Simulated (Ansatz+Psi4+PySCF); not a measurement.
Two shapes of doublet O₃(+).

Shape 1:

```xyz
3

O     0.0000    0.0000    0.0000
O     0.0000    1.1328    0.5043
O     0.0000   -1.1328    0.5043
```

Shape 2:

```xyz
3

O     0.0000    0.0000    0.0000
O     0.0000    1.1620    0.5174
O     0.0000   -1.1036    0.4913
```

Basis set: cc-pVTZ (spherical functions). Frozen core: 3 orbitals. Correlation on ROHF uses semicanonical orbitals with singles. Charge 1, multiplicity 2.

Computed with Ansatz (development build ahead of 0.2.0); each method stands on the lowest determinant of its kind that the runs found.

(1) Which shape is lower in energy, and by how much in each method?

Results:

(1)

```
     method  E(2) − E(1) (eV)
       ROHF            -0.238
        UHF            -0.110
  ROHF-CCSD            -0.027
   UHF-CCSD             0.042
UHF-CCSD(T)             0.073
```

The methods disagree on the order. Caution: the determinant breaks the point group. Caution for ROHF, ROHF-CCSD: an unrestricted determinant lies well below. Caution for UHF, UHF-CCSD, UHF-CCSD(T): the unrestricted determinant is a mixture of spin states. Caution for ROHF-CCSD, UHF-CCSD, UHF-CCSD(T): large amplitudes, a single reference is doubtful. Caution for UHF-CCSD, UHF-CCSD(T): a plain start can end on a higher determinant. Caution for UHF-CCSD(T): another reference gives a lower total.
